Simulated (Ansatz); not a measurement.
# A basis-limit estimate, worked out

An elementary step of BNH5Cl, closed shell (BNH₄ ([BH2][NH2]) + HCl → BH₂Cl ([BH2][Cl]) + NH₃ (still joined by a long B–N bond); bonds formed: B1–Cl6, N2–H5; bonds broken: H5–Cl6; bonds weakened to dative contacts: B1–N2). “Start” is the structure reached by relaxing down from the saddle towards the reactants; PBE0-D4/def2-TZVP structures. The saddle:

| atom | x (Å) | y (Å) | z (Å) |
| --- | --- | --- | --- |
| B1 | -0.3725 | -0.6933 | 0.2420 |
| N2 | -0.3217 | 0.7731 | -0.0031 |
| H3 | -0.8637 | -1.3722 | -0.6009 |
| H4 | -0.1582 | -1.0708 | 1.3484 |
| H5 | 0.9215 | 0.4509 | -0.4037 |
| Cl6 | 1.9515 | -0.6387 | -0.6076 |
| H7 | -0.2959 | 1.3959 | 0.7914 |
| H8 | -0.8609 | 1.1552 | -0.7666 |

Computed with Ansatz 0.2.0 (basis: def2-TZVPP and def2-QZVPP); correlated methods freeze the cores.

Energies in eV:

| quantity | saddle | start |
| --- | --- | --- |
| Hartree–Fock, triple zeta (X = 3) | -14737.34827 | -14738.47530 |
| Hartree–Fock, quadruple zeta (X = 4) | -14737.81051 | -14738.94164 |
| MP2 correlation, X = 3 | -14.95905 | -14.56005 |
| MP2 correlation, X = 4 | -16.14187 | -15.71423 |
| CCSD(T) correlation, X = 3 | -16.59670 | -16.27400 |

Question: Work out the barrier at the basis limit: extrapolate Hartree–Fock as E(X) = E∞ + A exp(−7.88 √X) and the MP2 correlation as E(X) = E∞ + B X^−2.97 (the exponents that Neese and Valeev fitted for def2-TZVPP and QZVPP), then add CCSD(T) − MP2 in triple zeta.

Answer: Each step is linear, so take the differences first (saddle − start): Hartree–Fock 1.12703 (X = 3) and 1.13113 (X = 4); MP2 correlation -0.39900 and -0.42764; CCSD(T) correlation -0.32270.
Two points give E∞ = E(4) + w [E(4) − E(3)], with w = 1/(exp(7.88 (2 − √3)) − 1) = 0.1377 for Hartree–Fock and w = 1/((4/3)^2.97 − 1) = 0.7407 for the correlation.
Hartree–Fock: 1.13113 + 0.1377 × 0.00410 = 1.1317 eV.
MP2 correlation: -0.42764 + 0.7407 × (-0.02864) = -0.4489 eV.
CCSD(T) − MP2: -0.32270 − (-0.39900) = 0.0763 eV.
Sum: 1.1317 + (-0.4489) + 0.0763 = 0.7591 eV, or 17.51 kcal/mol. Plain CCSD(T) in triple zeta gives 0.8043 eV, so the larger basis shifts the result by -0.0452 eV.

No T1 diagnostic of these runs exceeds 0.012.

Hydrogen chloride, the by-product of chloride precursors, can attack films and sites by steps of this kind.

Labels in which every atom is bracketed show which atoms are joined, not bond orders.

For scale, one of the runs: CCSD(T)/def2-TZVPP, 174 basis functions, launched by `ansatz run in.yaml --threads 2 --pin off --events-out ev --progress --plain --max-ram 4352MiB`. The run took 11 s on 2 CPU threads of an Intel Xeon 6975P-C (shared host), with 1.7 GiB of host memory at its peak.
